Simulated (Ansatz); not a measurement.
Basis-set extrapolation for HNO3 (`O=[N+]([O-])O`) (PBE0-D4/def2-TZVP geometry, frozen core, Ansatz). Multiplicity 1, RHF reference.

```csv
,def2-TZVPP,def2-QZVPP
HF,-279.575501,-279.588313
MP2 correlation,-0.923818,-0.994854
CCSD(T) correlation,-0.954395,-1.021635
```

Energies in hartree. Use E(X) = E(∞) + A·exp(−7.88·√X) for Hartree–Fock and E(X) = E(∞) + B·X^(−2.97) for correlation, with X = 3 and 4.

What is the CCSD(T) energy at the basis-set limit?

HF limit: -279.588313 + (-0.012812) × 0.13774 = -279.59008. Correlation limit: -1.021635 + (-0.067240) × 0.74074 = -1.07144. Total: -280.66152 hartree, 82.6 kcal/mol below CCSD(T)/def2-TZVPP.
